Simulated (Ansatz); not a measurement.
The same path of C2H4OS + FH (10 atoms, charge 0, multiplicity 1) was run twice with different band settings. Lost on the way: H1–C2, H6–F7. Made: H1–F7, O5–H6.

Computed with Ansatz 0.2.0, RKS BHLYP-D4/cc-pVDZ.

Relaxed end points:

```xyz
10
Properties=species:S:1:pos:R:3
H 0.956 0.331 1.144
C 0.744 -0.564 0.559
C -0.340 -0.253 -0.430
S -0.867 -1.644 -1.409
O -0.829 0.837 -0.580
H -0.222 2.026 0.466
F 0.256 2.475 1.131
H 0.431 -1.386 1.209
H 1.641 -0.886 0.021
H -1.770 -0.936 -2.112
```

```xyz
10
Properties=species:S:1:pos:R:3
H 0.194 0.923 1.585
C 0.815 -0.741 0.358
C -0.114 -0.371 -0.534
S -1.218 -1.551 -1.250
O -0.301 0.866 -1.007
H 0.072 1.498 -0.380
F 0.233 1.844 1.478
H 0.856 -1.761 0.713
H 1.612 -0.061 0.636
H -2.150 -0.646 -1.598
```

Common settings: movable images 5; spring 5.0 eV/Å²; start path through a guess of the saddle point; force threshold 0.05 eV/Å; iteration limit 60; end points relaxed.

| run | climbing image | optimiser |
| --- | --- | --- |
| 1 | yes | quadratic models (default) |
| 2 | from the first iteration | lbfgs |

(1) What does each run give, and how far can it be trusted?

Results:

(1) Run 1: converged after 13 iterations, highest image 1.806 eV above the first end. Neighbouring images differ by up to 1.5 eV, so the band resolves the path poorly. A vibrational analysis at the climbing image gives one clearly imaginary mode, 1610i cm⁻¹: a first-order saddle point.
Run 2: converged after 46 iterations, highest image 1.808 eV above the first end. Neighbouring images differ by up to 1.6 eV, so the band resolves the path poorly. Another band between the same ends (5 images) ends at a top of the same energy, where a vibrational analysis finds 1 clearly imaginary mode.
The orbitals stay closed-shell, which can raise the energy where a bond breaks towards radicals; this wasn't checked here.
